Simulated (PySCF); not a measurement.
## Magnetic susceptibility: SMILES c1c[cH+]1, [C3H3]+, charge +1

Geometry (Å), atoms numbered from 1 in this order:
```xyz
6

C    -0.3971   -0.6793   -0.0120
C    -0.3893    0.6845    0.0045
C     0.7879   -0.0043    0.0097
H    -0.9493   -1.6234   -0.0295
H    -0.9307    1.6350    0.0098
H     1.8818   -0.0107    0.0221
```

Total charge +1.

Method: GIAO B3LYP/aug-cc-pVTZ magnetisability, rotational g tensor and spin-rotation constants, non-relativistic, gas phase in PySCF. Geometry: PBE0-D3(BJ)/def2-SVP.

For an ion the centre-of-mass motion in the field is neglected.

Q: How diamagnetic is it, and how anisotropic?

A: Isotropic -292 × 10⁻³⁰ J/T², or -17.6 × 10⁻⁶ cm³/mol; principal values -638, -118, -118 × 10⁻³⁰ J/T², anisotropy 520 × 10⁻³⁰ J/T² (root of half the summed squared differences of the principal values). The susceptibility is in cgs units.

Q: Split it along the inertial axes a, b, c into diamagnetic and paramagnetic parts about the centre of mass, with the quadrupole moment.

A: 
```
axis  χ (10⁻⁶ cm³/mol)  diamagnetic (10⁻⁶ cm³/mol)  paramagnetic (10⁻⁶ cm³/mol)  summed x² of all electrons (Å²)  quadrupole Θ (D Å)
   a              -7.1                       -68.4                         61.3                             12.9               +3.02
   b              -7.1                       -68.4                         61.3                             12.9               +3.02
   c             -38.5                      -109.3                         70.8                              3.2               -6.04
```
Anisotropies 2χaa − χbb − χcc = +31.3 and 2χbb − χaa − χcc = +31.3 × 10⁻⁶ cm³/mol. Θ is traceless in Buckingham's convention.

Q: And the rotational g tensor?

A: 
```csv
axis,rotational constant (GHz),g,nuclear part,electronic part
a,30.6054,-0.2171,0.6643,-0.8814
b,30.6048,-0.2171,0.6643,-0.8814
c,15.3026,+0.1552,0.6643,-0.5091
```
Oblate top; isotopes 12C, 1H; no vibrational averaging.
